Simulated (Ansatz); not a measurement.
A made-up structure of CH3BCl, doublet:

B1  (-0.566, 0.072, -0.595)
C2  (0.467, 0.097, 0.509)
Cl3  (1.191, -1.307, 1.120)
H4  (-0.909, -0.963, -1.079)
H5  (0.529, -0.588, -0.297)
H6  (0.839, 0.987, 1.008)
(Å)

It is relaxed with PBE-D4/def2-SVP and then PBE0-D4/def2-TZVP (Ansatz 0.2.0). Atoms count as bonded within 1.22 times the sum of their covalent radii (H–H: 0.88 Å). The end point is not checked to be a true minimum.

Problem. Does its bonding change? (Judge from chemistry; the calculation decides.)

Solution. The calculation gives: Yes. Formed: none; broken: B1–H5.

Where it ends: The first stage lowers the energy by 2.57 eV in 12 steps. It ends as CH₃BCl ([BH][CH2][Cl]):
| atom | x (Å) | y (Å) | z (Å) |
| --- | --- | --- | --- |
| B1 | -0.6387 | -0.1584 | -0.6194 |
| C2 | 0.6206 | -0.0438 | 0.2347 |
| Cl3 | 0.9755 | -1.4446 | 1.3290 |
| H4 | -1.4753 | -0.9942 | -0.7396 |
| H5 | 1.4982 | 0.0900 | -0.4057 |
| H6 | 0.5709 | 0.8487 | 0.8662 |

Labels in which every atom is bracketed show which atoms are joined, not bond orders.

For scale, one of the runs: PBE0-D4/def2-TZVP relaxation, 117 basis functions, launched by `ansatz run in.yaml --threads 2 --pin off --events-out ev --progress --plain --max-ram 4352MiB`. Hardware: 2 CPU threads of an Arm Neoverse V2, shared host. Wall time about 13 s.
